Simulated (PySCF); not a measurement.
carbon disulfide: removing and adding an electron

Molecule: carbon disulfide, `S=C=S` (CS2). Non-hydrogen atoms are numbered in `[S:1]=[C:2]=[S:3]`.

Computed at ωB97X-D3(BJ)/ma-def2-TZVP // PBE0-D3(BJ)/ma-def2-SVP with PySCF (density fitting, grid level 2). The prefix ma- adds one diffuse s and one diffuse p function on all atoms but H. Thermal corrections: PBE0-D3(BJ)/ma-def2-SVP frequencies, unscaled, ideal gas at 298.15 K and 1 bar, quasi-RRHO entropy.

Frontier levels of the parent: HOMO -10.02 eV, LUMO -0.14 eV.

Oxidation to the radical cation:
* Vertical ionisation energy (electronic): 10.11 eV
* Adiabatic ionisation energy (with zero-point energy): 10.08 eV
* Adiabatic, electronic part: 10.11 eV
* Vertical gap at the product's structure: 10.11 eV
* ⟨S²⟩ of the product: 0.812
* Largest spin populations: S3 0.65, S1 0.65, C2 -0.31
* Largest changes of atomic charge: S1 0.52, S3 0.52
* Potential in THF: 7.78 V absolute, 3.03 V against Fc+/Fc computed at 4.74 V (solvation -1 → -222 kJ/mol)

Reduction to the radical anion:
| Property | Result |
| --- | --- |
| Vertical electron affinity (electronic) | 0.25 eV |
| Adiabatic electron affinity (with zero-point energy) | 0.62 eV |
| Adiabatic, electronic part | 0.56 eV |
| Vertical gap at the product's structure | 1.63 eV |
| Inner reorganisation energy (four-point) | 1382 meV |
| Relaxation of product / of parent | 316 / 1066 meV |
| ⟨S²⟩ of the product | 0.759 |
| Largest spin populations | C2 0.66, S3 0.17, S1 0.17 |
| Largest changes of atomic charge | S1 -0.41, S3 -0.41, C2 -0.18 |
| Distances that move most (Å) | S1–C2 1.557 → 1.636; C2–S3 1.557 → 1.636 |
| Potential in THF | 2.72 V absolute, -2.02 V against Fc+/Fc computed at 4.74 V (solvation -1 → -197 kJ/mol) |

Solvents are IEF-PCM continua (electrostatics only, gas-phase structures); absolute potentials refer to an electron at rest in vacuum. Fc+/Fc in THF, 4.74 V, is ωB97X-D3(BJ)/ma-def2-TZVP on PBE0-D3(BJ)/def2-SVP structures with GFN2-xTB thermal terms. Benchmark calculations put it near 5.0 V in acetonitrile and DMSO, so it is about 0.3 V low, and the value against it can read up to that much too high.

Measured values (NIST Chemistry WebBook, evaluated or the median of agreeing entries): vertical ionisation energy 10.09 eV (computed 10.11, difference 0.02); adiabatic ionisation energy 10.07 eV (computed 10.08, difference 0.01); adiabatic electron affinity 0.55 eV (computed 0.62, difference 0.06).

The electron affinity listed for CS2 is that of Cavanagh and co-workers (2012); older determinations in the same table scatter, 0.89 eV by photoelectron spectroscopy (1986) among them.

Note: the split of the reorganisation energy is sensitive to the structures, which come from another level (PBE0-D3(BJ)/ma-def2-SVP).

Differences come from unrounded values, so a last digit can differ from that of the printed terms.
